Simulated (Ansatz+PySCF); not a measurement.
A calculation with Ansatz (development build ahead of 0.2.0).

```yaml
crystal:
  periodic: [false, false, false]
  atoms:
    - { symbol: C, position_ang: [0.0, 0.0, -0.61274] }
    - { symbol: F, position_ang: [0.0, 0.0, 0.61274] }
basis:
  gaussian: { orbitals: cc-pVTZ }
magnetization:
  initial_magnetization: 1
hamiltonian:
  xc: hf
correlation:
  method: mp2
  frozen_orbitals: { C: 1, F: 1 }
output:
  forces: true
```

The input is written out in the form of the current development build from the run's settings. Correlation on restricted open-shell orbitals is semicanonical, with singles.

Output:

```
Converged                                                          : yes
Reference energy                                                   : -137.21907 hartree
Correlation energy                                                 : -0.35669 hartree
Total energy                                                       : -137.57575 hartree
Spin squared of the determinant                                    : 0.750
Stability test                                                     : minimum among restricted orbitals
Occupied orbitals by symmetry in an Abelian subgroup (alpha; beta) : 5 A1 2 B1 1 B2; 5 A1 1 B1 1 B2
```

Forces (eV/Å):
| atom | Fx | Fy | Fz |
| --- | --- | --- | --- |
| C1 | 0.000 | 0.000 | -2.712 |
| F2 | 0.000 | 0.000 | 2.712 |
